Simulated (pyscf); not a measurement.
Structures and frequencies: ωB97X-D3(BJ)/def2-SVP in PySCF.

Question: How much does it cost (ΔH, 298 K, ωB97M-D3(BJ)/def2-TZVP) to split `[CH3][CH2][GaH][NH2]` at its C–Ga bond into •H₂C–CH₃ + [H₂N–GaH]•?

Answer: C–Ga to •H₂C–CH₃ + [H₂N–GaH]•: 71.3 kcal/mol. The 7 functionals that were run give +65.2 (r²SCAN) to +75.1 kcal/mol (ωB97X-D3(BJ)). The radicals are drawn with the spin at the cut bond; how far it spreads was not checked. H₃C–CH₂–GaH–NH₂ lies 10.4 kcal/mol over its isomer H₃C–Ga(CH₃)–NH₂, and others may lie lower still (electronic energy, ωB97M-D3(BJ)). Other isomers of •H₂C–CH₃, [H₂N–GaH]• were not searched in full and may lie lower. Elements up to Kr have no core potential and no relativistic terms here.
